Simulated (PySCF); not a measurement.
ClH, SMILES Cl. Heavy atoms are numbered as in [ClH:1]. Hydrogens are named by the atom that carries them.

Coordinates come from a PBE0-D3(BJ)/def2-TZVPD optimisation.

Computed with PBE/pcSseg-2 in PySCF.

GIAO shieldings, no solvent; atoms alike by connectivity are averaged. δ = σ(ref) − σ: ³⁵Cl against HCl (σ = 936.5 ppm); ¹H against TMS (σ = 31.47 ppm), references at their B3LYP-D3(BJ)/def2-TZVP geometries, non-relativistic (without spin–orbit terms, shifts of atoms bonded to Cl or Br come out too high).

```json
[
 {"nucleus": "³⁵Cl", "atoms": "Cl1 (ClH)", "count": "1", "δ (ppm)": "-2.1"},
 {"nucleus": "¹H", "atoms": "H on Cl1", "count": "1", "δ (ppm)": "0.42"}
]
```
